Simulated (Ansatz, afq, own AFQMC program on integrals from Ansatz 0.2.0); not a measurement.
# Ge$_{2}$, triplet in cc-pVDZ, levels against CCSDT(Q)

```yaml
atoms:
  - { symbol: Ge, position_ang: [0.0000, 0.0000, 0.0000] }
  - { symbol: Ge, position_ang: [0.0000, 0.0000, 2.3831] }
```

Basis cc-pVDZ. Only valence electrons are correlated. Ansatz 0.2.0 and our own AFQMC program on the same integrals; the CISD trial comes from CCSD amplitudes, and released means the phaseless constraint is let go. Error bars are statistical, one sigma. No spin–orbit coupling.

Determinant: UHF, the one that the program's search chose, which needn't be the lowest solution. The geometry is a point of a scan.

No full CI on the walks' own integrals is used here; CCSDT(Q) serves as the reference and is uncertain by about the last step of the cluster series.

Cautions: no relativity below Rb; no spin-orbit coupling; inner d shell frozen; lower spins were not checked; the released energies are still falling, so no released level is given (meV from the phaseless value at times in 1/Eh: -6 ± 10 at 0.24, -10 ± 9 at 0.51, -43 ± 10 at 0.99, -63 ± 10 at 1.62, -71 ± 12 at 2.40), though the last usable value meets CCSDT(Q) within the noise.

```
T1 diagnostic                               : 0.0162
weight of the determinant in the CISD state : 0.872
⟨S²⟩ of the determinant                     : 2.011
size of the correlated space                : 8 electrons in 26 orbitals
```

Reference: CCSDT(Q), correlation energy -4.210 eV.

```csv
level,E − E(reference) (mEh),share of correlation (%)
HF,154.70,0.00
MP2,36.29,76.54
CCSD,8.27,94.65
CCSD(T),1.87,98.79
CCSDT,0.51,99.67
ph-AFQMC/CISD,2.08 ± 0.33,98.66
```

A walk keeps the symmetry of its determinant, which the program's search chose and which needn't be the lowest solution, so a lower state of the same spin and another symmetry isn't excluded.
